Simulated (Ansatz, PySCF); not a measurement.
This PySCF input computes a CCSD(T)/cc-pVDZ energy:

```python
from pyscf import gto, scf, mp, cc as ccmod

mol = gto.M(
    atom='''
    O    -0.00000000   -0.00000000   -0.67368277
    O     0.00000000    0.00000000    0.67368277
    ''',
    basis='cc-pvdz',
    charge=-1,
    spin=1,
    symmetry='D2h',
    verbose=4,
)

mf = scf.UHF(mol)
mf.conv_tol = 1e-10
mf.max_cycle = 100
mf.kernel()
mp2 = mp.MP2(mf, frozen=2).run()
cc = ccmod.CCSD(mf, frozen=2)
cc.max_cycle = 100
cc.kernel()
et = cc.ccsd_t()
print(f'E(CCSD(T)) = {cc.e_tot + et:.9f}')
```

### Question
Write an input for the same energy in Ansatz (a quantum-chemistry and plane-wave program) and say what it gives.

### Answer

Ansatz 0.2 input:
```yaml
crystal:
  periodic: [false, false, false]
  atoms:
    - {symbol: O, position_ang: [-0.00000000, -0.00000000, -0.67368277]}
    - {symbol: O, position_ang: [0.00000000, 0.00000000, 0.67368277]}
basis:
  gaussian:
    orbitals: cc-pVDZ
total_charge: -1
magnetization: {spin_polarized: true, initial_magnetization: 1}
correlation: {method: ccsd_t, electrons: outside_noble_gas}
```
It gives -149.94285 Eh, and PySCF -149.94286 Eh, a difference of 0.01 mEh.
